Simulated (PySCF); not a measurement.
Species: thioformaldehyde, CH₂S.
SMILES: `C=S`

Level of theory: PySCF, PBE0/def2-TZVP geometry optimisation, gas phase.

Masses are those of the commonest isotopes; rigid-rotor values at the optimised geometry. 

**Question.** Give the principal moments of inertia and the rotational constants in MHz.

**Answer.** Ia = 1.72, Ib = 28.18, Ic = 29.89 u·Å²; 505379 MHz·u·Å²/I gives A = 294402, B = 17937, C = 16907 MHz.

**Question.** What kind of rotor is it?

**Answer.** A near-prolate asymmetric top; Ray's κ = -0.993.

**Question.** Is it planar, by Δ = Ic − Ia − Ib?

**Answer.** Planar: Δ = Ic − Ia − Ib = 0.00 u·Å². For a rigid frame Δ = −2 Σ m c², so it vanishes when all atoms lie in the ab plane; here none is more than 0.01 Å from it.

**Question.** Give the coordinates in the principal-axis frame, origin at the centre of mass.

**Answer.** The sense of each axis is arbitrary; atoms in the order of the calculation.
| atom | mass (u) | a (Å) | b (Å) | c (Å) |
| --- | --- | --- | --- | --- |
| C1 | 12.000 | -1.086 | 0.000 | 0.000 |
| S2 | 31.972 | 0.513 | 0.000 | 0.000 |
| H3 | 1.008 | -1.667 | 0.923 | 0.000 |
| H4 | 1.008 | -1.667 | -0.923 | 0.000 |

**Question.** Where do the levels up to J = 2 lie, in MHz?

**Answer.** Above 0(0,0):
J = 1: 1(0,1) 34843, 1(1,1) 311309, 1(1,0) 312339
J = 2: 2(0,2) 104527, 2(1,2) 379966, 2(1,1) 383056, 2(2,1) 1212452, 2(2,0) 1212455
Those of J = 1 are B + C, A + C and A + B.

**Question.** Which types of transition are allowed, and where do some lines up to J = 2 fall?

**Answer.** The dipole components are |μa| = 1.73 D, |μb| = 0.00 D, |μc| = 0.00 D; the symmetry axis of this C2v structure is a, so μb and μc vanish by symmetry and there are no b-type or c-type lines. Some lines, for components of 0.1 D or more:

```
type  branch         J(Ka,Kc)    MHz  lower level (cm⁻¹)
   a       Q  1(1,0) ← 1(1,1)   1030              10.384
   a       Q  2(1,1) ← 2(1,2)   3090              12.674
   a       R  1(0,1) ← 0(0,0)  34843               0.000
   a       R  2(1,2) ← 1(1,1)  68657              10.384
   a       R  2(0,2) ← 1(0,1)  69684               1.162
   a       R  2(1,1) ← 1(1,0)  70717              10.419
```

Whether it is a minimum is left open (no frequencies). No vibrational averaging or centrifugal distortion is included, and the geometry carries the error of its method.
